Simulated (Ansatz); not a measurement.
# B₂SiH+ (quintet): from Hartree-Fock to the top rungs, def2-TZVPP

One table from this session's results is given with a row withheld; the runs are named, their logs left out.

The runs use Ansatz 0.2.0, Gaussian basis; def2-TZVPP, core rule «outside noble gas», up to 7 orbitals frozen.

To be run: UHF; ROHF; CCSD(T) on UHF.

### The geometry

The geometry is a PBE0/def2-TZVP stationary point (not a proven minimum) of the parent state, kept for this charge and spin.

4 atoms, charge 1, spin multiplicity 5.

Atoms are counted from 1 here; the program's logs count them from 0.

Bond lengths: B1–Si2 1.989 Å, B1–B3 1.610 Å, B1–H4 1.246 Å, Si2–B3 1.921 Å. Angles: Si2–B1–B3 63.5°, Si2–B1–H4 64.0°, B3–B1–H4 127.5°, B1–Si2–B3 48.6°, B1–B3–Si2 67.9°.

As a file:

```
B     0.0000   -0.7177    1.0806
Si    0.0000   -0.0079   -0.7774
B     0.0000    0.8846    0.9232
H     0.0000   -1.5694    0.1705
```

Set-up of the first run:

in.yaml reads:

```yaml
crystal:
  periodic: [false, false, false]
  atoms:
    - {symbol: B, position_ang: [0.000000, -0.717740, 1.080601]}
    - {symbol: Si, position_ang: [0.000000, -0.007888, -0.777449]}
    - {symbol: B, position_ang: [0.000000, 0.884552, 0.923210]}
    - {symbol: H, position_ang: [0.000000, -1.569398, 0.170474]}
basis:
  gaussian: {orbitals: def2-TZVPP}
total_charge: 1
magnetization: {spin_polarized: true, initial_magnetization: 4}
hamiltonian: {xc: hf}
output: {orbitals: {seedname: orbitals}}
```

Started as:

```sh
$ ansatz run in.yaml --threads 1 --pin off --events-out ev --progress --plain --max-ram 4096MiB --backend cpu
```

Among the steps run: UHF; ROHF; CCSD(T) on UHF.

One table of the session follows, with a row left open; its other results are not shown here.

| method | from UCCSD(T) (kcal/mol) |
| --- | --- |
| ROHF | +160.81 |
| UHF | ? |
| UMP2 | +30.48 |
| UCCSD | +8.72 |
| UCCSD(T) | 0 |

Estimate the missing values for UHF.

As computed: from UCCSD(T) (kcal/mol): +156.78. In the column «from UCCSD(T) (kcal/mol)» it lies between UMP2 (+30.48) and ROHF (+160.81).
